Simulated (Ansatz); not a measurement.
One change: `N=COCF` becomes `NCOCF`.

Ansatz, PBE0-D4/def2-TZVP geometries, multiplicity 1. Each molecule was computed in one conformer, which needn't be the lowest.

```tsv
property	`N=COCF`
LUMO energy (PBE/def2-TZVPP) / eV	-0.93
HOMO energy (ωB97M-V/def2-TZVPP) / eV	-10.82
HOMO–LUMO gap (PBE/def2-TZVPP) / eV	5.85
HOMO energy (B3LYP/def2-TZVPP) / eV	-8.16
HOMO–LUMO gap (B3LYP/def2-TZVPP) / eV	8.04
HOMO–LUMO gap (PBE0/def2-TZVPP) / eV	8.60
```

Problem. Give the same properties after the change, and the shifts. (An estimate is asked.)

Solution. Computed: 
| property | `NCOCF` | shift |
| --- | --- | --- |
| LUMO energy (PBE/def2-TZVPP) / eV | 0.36 | 1.29 |
| HOMO energy (ωB97M-V/def2-TZVPP) / eV | -10.18 | 0.64 |
| HOMO–LUMO gap (PBE/def2-TZVPP) / eV | 6.59 | 0.74 |
| HOMO energy (B3LYP/def2-TZVPP) / eV | -7.50 | 0.66 |
| HOMO–LUMO gap (B3LYP/def2-TZVPP) / eV | 8.32 | 0.28 |
| HOMO–LUMO gap (PBE0/def2-TZVPP) / eV | 8.95 | 0.35 |

With PBE0 the HOMO rises by 0.67 eV and the LUMO rises by 1.02 eV, so the gap widens by about 0.35 eV. PBE moves the HOMO by 0.55 eV and ωB97M-V by 0.64 eV.

B3LYP here is the variant with VWN-RPA as its local correlation; programs differ in this.
